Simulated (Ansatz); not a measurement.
Mulliken charges of H5PSi (`[SiH3]P`) from PBE/def2-TZVPP in Ansatz (PBE0-D4/def2-TZVP geometry).

```csv
atom,x (Å),y (Å),z (Å),charge (e)
Si1,-0.627,-0.357,-0.387,0.176
P2,1.088,-0.012,1.036,-0.153
H3,-1.847,-0.619,0.420,-0.042
H4,-0.316,-1.563,-1.197,-0.042
H5,-0.890,0.785,-1.302,-0.040
H6,0.641,1.285,1.408,0.050
H7,1.952,0.482,0.022,0.050
```

Problem. By hand: the dipole of these point charges (1 e Å = 4.8032 D).

Solution. Σ q r = (-0.021, 0.088, -0.070) e Å, of length 0.114 e Å = 0.55 D.

Problem. How does the dipole of the full density compare? (Best estimate.)

Solution. The calculation gave: (-0.012, 0.107, -0.073) e Å, 0.62 D; the point charges give 0.89 times that, at 7° from its direction.

Point charges leave out the atoms' own dipoles, such as those of lone pairs, and Mulliken's split depends on the basis, so the close match here is no proof of good charges.
